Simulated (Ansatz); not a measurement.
## Cs3Al: from a trial structure to a relaxed crystal

The calculation used DFT PBE, scalar-relativistic, plane waves, PAW in Ansatz 0.2.0.

Cs3Al was placed on the Cu3Au (L1_2) structure type (Pm-3m, No. 221), with Al in place of Au, Cs in place of Cu, at a guessed volume.

Input of the last, converged step (default PAW datasets):

```yaml
crystal:
  lattice:
    - [6.4139379875, 0.0, 0.0]
    - [0.0, 6.4139379875, 0.0]
    - [0.0, 0.0, 6.4139379875]
  atoms:
    - { symbol: Cs, position: [0.0, 0.5, 0.5] }
    - { symbol: Cs, position: [0.5, 0.0, 0.5] }
    - { symbol: Cs, position: [0.5, 0.5, 0.0] }
    - { symbol: Al, position: [0.0, 0.0, 0.0] }
basis:
  ecutwfc: 420
kpoints:
  mp_grid: { grid: [8, 8, 8] }
hamiltonian:
  xc: pbe
scf:
  occupations: { method: gaussian, width: 0.1 }
output:
  forces: true
  stress: true
  eigenvalues: true
relax:
  adjacent_minimum: "off"
  f_tol: 0.01
  max_steps: 80
  cell: { stress_tol: 0.05 }
```

Launched as:

```bash
ansatz run input.yaml --threads 1 --pin off --max-ram 2560MiB --backend cpu --events-out ev --progress --plain --runs-dir out
```

Time: 26 s on 1 thread of Arm Neoverse V1 (shared host), peak memory 0.51 GiB.

End of the output:

```
SCF converged after 6 iterations
Free energy (F): -17548.197922 eV
Harris-Foulkes:  -17548.197922 eV  (|F-HF|=1.46e-11)
Internal energy: -17548.164414 eV  (E = F + TS)
E sigma→0 (E₀):  -17548.181168 eV
Entropy (-TS):   -0.033508 eV (-8.377 meV/atom)
Fermi energy:    3.846851 eV
--- Per-component energies (eV) ---
  E_band       = -223.160033
  E_kinetic    = 441.893214
  E_local      = -982.332415  (includes V_loc(G=0)·N_el)
  E_nonlocal   = 101.923852
  E_hartree    = 340.975418
  E_xc         = -556.934596
  E_vxc        = -400.694531  (∫ρ·V_xc dr)
  E_paw        = -15667.358824  (= ΣΔE_a)
  E_vpaw       = -65.901070  (= ΣTr[D̂ρ^β])
  E_aug_tail   = -0.000006  (compensation charges beyond the density's cutoff)
  E_ewald      = -1226.331057
  E_smearing   = -0.033508  (= −TS)
  E_closure    = 0.000000  (closes the sum)
  Σ components = -17548.197922   (vs F -17548.197922, Δ=0.00e0)
--- Forces (eV/Å), atoms counted from 1 ---
  atom   1  Cs     0.00000000     0.00000000     0.00000000
  atom   2  Cs     0.00000000     0.00000000     0.00000000
  atom   3  Cs     0.00000000     0.00000000     0.00000000
  atom   4  Al     0.00000000     0.00000000     0.00000000
  max |Σ_I F_I| component: 4.34e-29 eV/Å
--- Stress (GPa, compression-positive) ---
        0.020675       0.000000       0.000000
        0.000000       0.020675       0.000000
        0.000000       0.000000       0.020675
  P = ⅓ Tr σ = 0.0207 GPa (0.207 kbar)
--- Relaxed structure (1 steps of the walk, 1 accepted, 1 SCFs on fresh bases) ---
  F+E_penalty+E_count = -17548.19792246 eV   max|allowed force component| = 1.222e-29 eV/Å   (the final SCF, on the basis selected at the relaxed cell)
  cell:  # Å, volume = 263.8604 Å³
    - [6.413938, 0.0, 0.0]
    - [0.0, 6.413938, 0.0]
    - [0.0, 0.0, 6.413938]
  atoms:
    - { symbol: Cs, position: [0.0, 0.5, 0.5] }
    - { symbol: Cs, position: [0.5, 0.0, 0.5] }
    - { symbol: Cs, position: [0.5, 0.5, 0.0] }
    - { symbol: Al, position: [0.0, 0.0, 0.0] }
```

Absolute energies hang on the potentials; compare differences alone.

The result has space group Pm-3m (No. 221). Around Cs lie 4 Al at 4.54 Å and 8 Cs at 4.54 Å; Al has 12 Cs at 4.54 Å.

Against the elements it lies at 0.40 eV/atom. Formation energies are uncorrected and refer to the elements' standard structures at the same level.

The k mesh leaves about 4 meV/atom of noise in metals.

A structure relaxed within its symmetry needn't be a true minimum.